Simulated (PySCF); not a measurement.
Rows and methods have been separated. Pair them.

Compound: C₄H₁₂NP.
Structure used (PBE0-D3(BJ)/def2-SVP), in Å, numbered top down from 1:
```xyz
18
C4H12NP angstrom
C     -1.847    0.621    0.234
N     -0.731   -0.187   -0.206
C     -1.139   -1.556   -0.435
P      0.694   -0.054    0.835
C      1.096    1.724    0.543
C      1.947   -0.775   -0.314
H     -2.656    0.561   -0.512
H     -1.560    1.680    0.314
H     -2.273    0.308    1.213
H     -0.310   -2.149   -0.850
H     -1.953   -1.574   -1.179
H     -1.508   -2.075    0.477
H      2.132    1.896    0.873
H      1.001    1.983   -0.523
H      0.449    2.382    1.141
H      1.814   -0.389   -1.337
H      1.890   -1.873   -0.325
H      2.948   -0.504    0.056
```

The closed-shell ground state was solved 3 times with PySCF (density fitting, gas phase), always in the pcSseg-1 basis (169 functions), with these functionals: B3LYP, KT3 and PBE0.

| row | total energy (Eh) | HOMO (eV) | LUMO (eV) | dipole (D) |
| --- | --- | --- | --- | --- |
| P | -561.6604 | -4.49 | 0.26 | 0.68 |
| Q | -555.7312 | -5.36 | 1.01 | 0.64 |
| R | -555.3097 | -5.55 | 1.23 | 0.71 |

Task: Which functional belongs to which row?

Result: P = KT3, Q = B3LYP, R = PBE0. By rising HOMO–LUMO gap: KT3 (GGA) 4.75 eV; B3LYP (global hybrid, 20 % exact exchange) 6.37 eV; PBE0 (global hybrid, 25 % exact exchange) 6.78 eV. Total energies of different functionals aren't bounds to one another; each is stationary for its own functional.

One conformer stands for the species.
